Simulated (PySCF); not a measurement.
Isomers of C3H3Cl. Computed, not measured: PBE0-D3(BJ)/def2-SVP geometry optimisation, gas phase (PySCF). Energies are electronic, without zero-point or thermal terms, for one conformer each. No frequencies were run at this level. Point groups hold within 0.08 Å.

Question: Rank from lowest to highest electronic energy at this level (kcal/mol).
A. propargyl chloride (`C(CCl)#C`)
B. `C=C=CCl`
C. `ClC1C=C1`

Answer: B (0.0), A (5.5), C (10.9).

As drawn, the lowest has cumulated double bonds, which the highest lacks; the highest has a three-membered ring, which the lowest lacks.

```tsv
SMILES	E (Eh)	E rel (kcal/mol)	dipole (D)	point group	A, B, C (MHz)
C=C=CCl	-575.72950	0.0	1.59	Cs	32688, 2828, 2651
C#CCCl	-575.72070	5.5	1.68	Cs	24707, 3041, 2755
ClC1C=C1	-575.71212	10.9	2.52	Cs	21379, 3967, 3758
```

How do the relative energies change in single points at PBE0/pcSseg-1 (no added dispersion term) on the same geometries?

| SMILES | PBE0-D3(BJ)/def2-SVP (kcal/mol) | PBE0/pcSseg-1 (kcal/mol) | shift |
| --- | --- | --- | --- |
| C=C=CCl | 0.0 | 0.0 | 0.0 |
| C#CCCl | 5.5 | 4.4 | -1.1 |
| ClC1C=C1 | 10.9 | 11.5 | +0.6 |

Each column counts from its own lowest isomer. The order is unchanged; the largest shift is 1.1 kcal/mol.
